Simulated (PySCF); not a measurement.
## CN: frontier orbitals

MN15 at R = 1.162 Å; basis C def2-TZVPPD, N def2-TZVPPD; no relativity; PySCF 2.14. State: ²Σ⁺ (doublet), unpaired electrons σ ↑. Only the outer orbitals are listed, counted within each symmetry.

```
spin  orbital  occ.  ε (eV)  on C (%)         main shells (%)
   α       3σ     1  -27.02        43  48 N s, 30 C s, 12 C p
   α       4σ     1  -14.64        68  48 C s, 21 N s, 19 C p
   α       5σ     1  -11.99        36  41 N p, 30 C p, 23 N s
   α       1π     1  -11.87        49          50 N p, 48 C p
   α       1π     1  -11.87        49          50 N p, 48 C p
   α       2π     0    0.48        58  44 C p, 38 N p, 14 C d
   α       2π     0    0.48        58  44 C p, 38 N p, 14 C d
   β       3σ     1  -26.81        38  52 N s, 25 C s, 12 C p
   β       4σ     1  -12.87        22  42 N p, 36 N s, 23 C s
   β       1π     1  -11.48        40          59 N p, 38 C p
   β       1π     1  -11.48        40          59 N p, 38 C p
   β       5σ     0   -5.56        80  45 C p, 34 C s, 12 N p
   β       2π     0    1.31        64   55 C p, 31 N p, 9 C d
   β       2π     0    1.31        64   55 C p, 31 N p, 9 C d
```

Which are the highest filled and the lowest empty level, where do they sit, and how wide is the gap?

Highest filled β 1π at -11.48 eV (in %: 59 N p, 38 C p); lowest empty β 5σ at -5.56 eV (in %: 45 C p, 34 C s, 12 N p); the gap at MN15 is 5.92 eV.

| Quantity | Value |
| --- | --- |
| bond order (Mayer) | 2.97 |
| ⟨S²⟩ | 0.768 |
| charge on C (Mulliken, basis-dependent) | 0.18 |
| charge on C (Löwdin, basis-dependent) | 0.01 |
| dipole moment (positive dipole means C(−)N(+)) | -1.74 D |

The state is the lowest determinant that a PBE0 search found; another state may lie lower at other levels.
